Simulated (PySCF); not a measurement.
Breaking a bond: LiH, singlet.

- RKS-PBE = restricted PBE/cc-pVTZ (PySCF)
- UKS-PBE = unrestricted PBE/cc-pVTZ (PySCF)
- RKS-TPSSh = restricted TPSSh/cc-pVTZ in PySCF 2.14.0
- UCCSD(T) = CCSD(T) on UHF/cc-pVTZ (PySCF 2.14.0)

Energies relative to the lowest point of each curve near equilibrium, in kcal/mol; the last columns give the difference from UCCSD(T):

```csv
R / Å,RKS-PBE,UKS-PBE,RKS-TPSSh,UCCSD(T),RKS-PBE − UCCSD(T),UKS-PBE − UCCSD(T),RKS-TPSSh − UCCSD(T)
1.21,18.4,18.4,18.2,18.3,0.0,0.0,-0.2
1.28,11.3,11.3,11.1,11.2,0.1,0.1,-0.1
1.35,6.3,6.3,6.1,6.2,0.2,0.2,-0.1
1.45,2.0,2.0,1.9,1.9,0.1,0.1,0.0
1.50,0.9,0.9,0.8,0.8,0.1,0.1,0.0
1.54,0.3,0.3,0.2,0.2,0.1,0.1,0.0
1.60,0.0,0.0,0.0,0.0,0.0,0.0,0.0
1.65,0.1,0.1,0.2,0.2,-0.1,-0.1,0.0
1.69,0.5,0.5,0.6,0.6,-0.1,-0.1,0.0
1.74,1.1,1.1,1.3,1.3,-0.2,-0.2,0.0
1.86,3.5,3.5,3.9,3.8,-0.4,-0.4,0.1
1.99,6.9,6.9,7.6,7.5,-0.6,-0.6,0.1
2.14,11.4,11.4,12.5,12.3,-0.8,-0.8,0.2
2.42,20.6,20.6,22.3,21.8,-1.2,-1.2,0.6
2.63,27.2,27.2,29.5,28.6,-1.4,-1.4,0.9
2.89,34.8,34.5,37.8,36.3,-1.5,-1.7,1.5
3.18,42.2,40.6,46.0,43.3,-1.1,-2.7,2.7
3.55,49.9,45.9,54.6,49.7,0.2,-3.7,5.0
3.92,55.9,49.3,61.5,53.4,2.5,-4.1,8.1
4.31,60.8,51.5,67.2,55.5,5.3,-4.0,11.7
4.75,64.9,53.0,71.9,56.5,8.3,-3.6,15.4
5.55,69.5,53.3,77.5,56.9,12.6,-3.6,20.6
6.33,72.0,53.3,80.5,57.0,15.0,-3.7,23.5
```

RKS-PBE is furthest from UCCSD(T) at 6.33 (15.0 kcal/mol, above); its mean absolute difference over the points is 2.3 kcal/mol.

UKS-PBE is furthest from UCCSD(T) at 3.92 (-4.1 kcal/mol, below); its mean absolute difference over the points is 1.4 kcal/mol.

RKS-TPSSh is furthest from UCCSD(T) at 6.33 (23.5 kcal/mol, above); its mean absolute difference over the points is 3.9 kcal/mol.

At the longest distance RKS-PBE, RKS-TPSSh leaves fractional charges on the fragments, a sign of delocalisation error or of the restricted form. The restricted form behind RKS-PBE, RKS-TPSSh keeps the bonding electrons paired and can't separate into open-shell fragments. The unrestricted determinant behind UKS-PBE is spin-contaminated at 2.89 to 6.33 Å (<S²> up to 1.0, against 0.00 for a pure singlet). The unrestricted determinant behind UCCSD(T) is spin-contaminated at 2.42 to 6.33 Å (<S²> up to 1.0, against 0.00 for a pure singlet).
